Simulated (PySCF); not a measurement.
Saddle point of BH2OF, closed shell (BH₂OF ([OH][BH][F]) → BHO ([BH][O]) + HF; bonds formed: F2–H4; bonds broken: B1–F2, O3–H4), PBE0-D4/def2-TZVP structure:

B1  (-0.203, 0.141, 0.478)
F2  (-0.261, -0.496, -1.116)
O3  (1.021, 0.406, 0.449)
H4  (0.708, -0.152, -0.799)
H5  (-1.265, 0.100, 0.987)
(Å)

Energies are electronic, without zero-point energy. Barriers and step energies count from the start structure reached by relaxing down the imaginary mode; all methods use the PBE0-D4 structures, on which another method's saddle can fall below an end. Program: PySCF 2.14 with density fitting (its default auxiliary sets; JK sets also for MP2 and CCSD(T)). Basis: def2-TZVPP, with def2-QZVPP for the basis limit. Cores are frozen in the correlated methods. B3LYP uses VWN-RPA correlation. Extrapolation: Hartree–Fock as exp(−7.88 √X), correlation as X^−2.97.

| method | barrier (kJ/mol) | step energy (kJ/mol) |
| --- | --- | --- |
| SPW92 | 216.5 | 193.0 |
| PBE-D4 | ? | 166.9 |
| r2SCAN-D4 | 239.9 | 180.9 |
| PBE0-D4 | ? | 180.6 |
| B3LYP-D4 | 244.9 | 166.4 |
| BHLYP-D4 | 271.7 | 183.1 |
| wB97M-V | 243.7 | 173.6 |
| HF | ? | 187.9 |
| MP2 | 242.0 | 160.6 |
| CCSD | 261.0 | 171.5 |
| CCSD(T) | 249.4 | 166.5 |

Problem. Fill in the withheld barriers. (An estimate is asked for; the value comes from the calculation.)

Solution. By the calculation: HF 308.8; PBE0-D4 245.6; PBE-D4 221.5 kJ/mol. Each is the energy of the saddle less that of the start structure, by the same method.

For comparison, the barrier by CCSD(T) at an estimated basis limit (MP2 extrapolated from triple and quadruple zeta, plus CCSD(T) − MP2 in triple zeta) is 248.6 kJ/mol.

The T1 diagnostic stays at or below 0.018.

Labels in which every atom is bracketed show which atoms are joined, not bond orders.

For scale, one of the runs: CCSD(T)/def2-TZVPP, 121 basis functions, launched by `OMP_NUM_THREADS=4 python run.py`. Hardware: 4 CPU threads of an Arm Neoverse V2, shared host. Wall time 33 s; peak host memory 0.61 GiB.
